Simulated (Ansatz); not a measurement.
Steps of a relaxation of AlH₄NO, SMILES `[NH2][AlH][OH]` with RKS PBE-D4/def2-SVP.

```sh
$ ansatz run in.yaml --threads 2 --pin off --events-out ev --progress --plain --max-ram 32768MiB --backend cpu
```

```yaml
crystal:
  periodic: [false, false, false]
  atoms:
    - {symbol: N, position_ang: [-0.967600, 0.359200, -0.894800]}
    - {symbol: Al, position_ang: [0.275400, 0.080300, 0.460100]}
    - {symbol: O, position_ang: [1.309000, -1.408700, 0.370800]}
    - {symbol: H, position_ang: [-1.625600, -0.373600, -0.869900]}
    - {symbol: H, position_ang: [-1.530700, 1.263400, -0.653900]}
    - {symbol: H, position_ang: [0.436800, 1.131000, 1.667800]}
    - {symbol: H, position_ang: [2.163900, -1.119600, -0.125900]}
basis:
  gaussian: {orbitals: def2-SVP}
hamiltonian: {xc: pbe, dispersion: d4}
relax: {f_tol: 0.03, max_steps: 200}
```

Positions (Å) and forces (eV/Å) along the path, 10 of 10 steps:

```xyz
7
step=1 energy=-10187.9398 eV
N    -0.968    0.359   -0.895    0.906    3.184    1.678
Al    0.275    0.080    0.460    0.310   -0.977   -0.538
O     1.309   -1.409    0.371    0.958    2.045   -0.990
H    -1.626   -0.374   -0.870   -1.524   -1.641   -0.421
H    -1.531    1.263   -0.654    0.973   -1.712   -0.602
H     0.437    1.131    1.668    0.075   -0.068   -0.167
H     2.164   -1.120   -0.126   -1.699   -0.832    1.041
7
step=2 energy=-10188.2444 eV
N    -0.948    0.422   -0.839   -0.981   -0.053    1.156
Al    0.285    0.105    0.487    0.152   -0.600   -0.439
O     1.275   -1.373    0.396    0.296    1.197   -0.554
H    -1.543   -0.422   -1.036    0.516    0.722   -0.168
H    -1.623    1.196   -0.572    0.720   -0.819   -0.465
H     0.519    1.177    1.651    0.015   -0.007   -0.073
H     2.095   -1.173   -0.132   -0.717   -0.439    0.543
7
step=3 energy=-10188.3366 eV
N    -0.962    0.447   -0.748   -1.259   -1.736   -0.232
Al    0.298    0.121    0.510   -0.093   -0.018   -0.208
O     1.237   -1.342    0.402   -0.096    0.356   -0.098
H    -1.444   -0.424   -1.199    1.020    1.882    0.776
H    -1.709    1.127   -0.511    0.313   -0.237   -0.261
H     0.595    1.227    1.621   -0.015   -0.006   -0.014
H     2.046   -1.225   -0.123    0.131   -0.241    0.037
7
step=4 energy=-10188.5132 eV
N    -1.060    0.410   -0.674   -0.328   -0.389   -0.025
Al    0.277    0.130    0.468    0.558   -0.175    0.123
O     1.257   -1.300    0.330   -0.040    0.224   -0.232
H    -1.465   -0.354   -1.242    0.160    0.393    0.118
H    -1.757    1.148   -0.529    0.038   -0.075   -0.080
H     0.633    1.206    1.596   -0.109    0.022   -0.082
H     2.175   -1.308    0.005   -0.279   -0.002    0.179
7
step=5 energy=-10188.5541 eV
N    -1.122    0.388   -0.599    0.313   -0.192    0.095
Al    0.360    0.173    0.398   -0.718   -0.388   -0.423
O     1.233   -1.299    0.227    0.263    0.004   -0.267
H    -1.413   -0.254   -1.345    0.008    0.098    0.114
H    -1.853    1.082   -0.424    0.088   -0.006   -0.039
H     0.653    1.212    1.505    0.218    0.500    0.409
H     2.202   -1.370    0.193   -0.171   -0.015    0.111
7
step=6 energy=-10188.5985 eV
N    -1.127    0.350   -0.580   -0.501    0.109   -0.258
Al    0.321    0.138    0.402    0.248   -0.044    0.151
O     1.235   -1.284    0.035    0.431    0.136    0.163
H    -1.463   -0.257   -1.329    0.209   -0.234   -0.029
H    -1.828    1.080   -0.472   -0.047    0.285    0.195
H     0.769    1.187    1.533   -0.088   -0.079   -0.125
H     2.154   -1.281    0.365   -0.251   -0.173   -0.097
7
step=7 energy=-10188.5982 eV rejected
N    -1.163    0.387   -0.546    0.307   -0.270    0.012
Al    0.327    0.200    0.410   -0.002   -0.039   -0.042
O     1.234   -1.197   -0.062   -0.041    0.143    0.075
H    -1.304   -0.349   -1.250   -0.305    0.317    0.028
H    -1.905    1.087   -0.526    0.020   -0.127   -0.081
H     0.787    1.194    1.566   -0.015    0.020    0.004
H     2.084   -1.391    0.362    0.037   -0.045    0.004
7
step=8 energy=-10188.6324 eV
N    -1.167    0.355   -0.563    0.015   -0.050   -0.038
Al    0.325    0.139    0.376    0.092    0.089    0.103
O     1.303   -1.227   -0.010    0.011   -0.003   -0.019
H    -1.464   -0.280   -1.306   -0.041   -0.011   -0.040
H    -1.830    1.126   -0.471    0.005    0.002    0.033
H     0.727    1.184    1.517   -0.028   -0.016   -0.031
H     2.167   -1.366    0.410   -0.054   -0.010   -0.008
7
step=9 energy=-10188.6351 eV
N    -1.158    0.349   -0.571    0.026    0.003    0.021
Al    0.336    0.153    0.372    0.012   -0.031   -0.019
O     1.313   -1.210   -0.027   -0.019    0.014   -0.006
H    -1.470   -0.277   -1.316   -0.005    0.003   -0.002
H    -1.827    1.111   -0.444   -0.020    0.004   -0.008
H     0.719    1.197    1.513   -0.008    0.018    0.008
H     2.149   -1.391    0.427    0.014   -0.010    0.007
7
step=10 energy=-10188.6353 eV
N    -1.157    0.351   -0.570   -0.001   -0.001   -0.002
Al    0.338    0.154    0.372    0.003   -0.006   -0.004
O     1.314   -1.208   -0.028    0.002    0.000    0.001
H    -1.467   -0.275   -1.316    0.001    0.002    0.004
H    -1.831    1.108   -0.443    0.003   -0.001    0.000
H     0.716    1.201    1.512   -0.002    0.006    0.004
H     2.148   -1.399    0.427   -0.005    0.001   -0.003
```

Run time 12 s (2 threads of a server CPU on a shared host); peak host memory 0.17 GiB.
